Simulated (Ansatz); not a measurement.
C$_{2}$H$_{5}$ClN$_{2}$, SMILES `C/N=C(/N)Cl` from Hartree–Fock to CCSD(T)

```csv
atom,x (Å),y (Å),z (Å)
C1,0.665,1.531,0.047
N2,-0.230,0.478,0.417
C3,-0.191,-0.675,-0.052
N4,-0.980,-1.706,0.364
Cl5,0.942,-1.234,-1.310
H6,1.387,1.239,-0.723
H7,1.214,1.868,0.931
H8,0.089,2.386,-0.317
H9,-1.130,-2.460,-0.282
H10,-1.768,-1.426,0.924
```

Charge 0, multiplicity 1. The structure was optimised at the PBE0-D4/def2-TZVP level. It is one conformer, not always the lowest. Frozen core, restricted reference, the Gaussian-basis code of Ansatz. CBS rows extrapolate triple and quadruple zeta; past MP2 they add the triple-zeta difference.

```csv
basis,HF (Eh),MP2 corr.
def2-SVP,-646.74540,-0.74216
def2-TZVPP,-647.12054,-0.93771
def2-QZVPP,-647.14195,-1.00805
```

Q: Estimate the CCSD correlation energy and the (T) correction in each basis where they were run (hartree).

A: 
```
     basis  CCSD corr.       (T)
  def2-SVP    -0.78330  -0.02561
def2-TZVPP    -0.97145  -0.04448
 CBS(def2)    -1.09390     as TZ
```
